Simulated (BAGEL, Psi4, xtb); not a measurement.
**CCl3F (trichlorofluoromethane): methods side by side**

CCl3F: 5 atoms, total charge 0, spin state singlet. As SMILES, `FC(Cl)(Cl)Cl`. The shape is that of a PBE0-D4/def2-TZVP optimisation.

Each level gives the dipole moment (D). The values are calculated.

Measured value to compare with: NIST CCCBDB gives the dipole moment of the gas as 0.45 D.

| level | kind | program | value (D) | computed − measured |
| --- | --- | --- | --- | --- |
| GFN0-xTB | semi-empirical | xtb | 0.31 | -0.14 |
| HF/6-31G* (density fitting with qzvpp-jkfit, spherical functions) | Hartree–Fock | BAGEL | 0.47 | +0.02 |
| SVWN5/6-31G* (spherical functions) | LDA | Psi4 | 0.13 | -0.32 |
| revPBE/6-31G* (spherical functions) | GGA | Psi4 | 0.09 | -0.36 |
| r2SCAN/6-31G* (spherical functions) | meta-GGA | Psi4 | 0.16 | -0.29 |
| M06-2X/6-31G* (spherical functions) | hybrid meta-GGA | Psi4 | 0.28 | -0.17 |
| wB97X-V/6-31G* (spherical functions) | range-separated hybrid | Psi4 | 0.21 | -0.24 |

Nearest: HF/6-31G* (density fitting with qzvpp-jkfit, spherical functions) (+0.02 D); farthest: revPBE/6-31G* (spherical functions) (-0.36 D). The measured dipole is a vibrational average, so differences of a few hundredths of a debye mean little. Computed less measured by kind, in D (of the ab initio rows, those in 6-31G*): semi-empirical -0.14; Hartree–Fock +0.02; LDA -0.32; GGA -0.36; meta-GGA -0.29; global hybrid -0.17; range-separated hybrid -0.24. Magnitudes only.
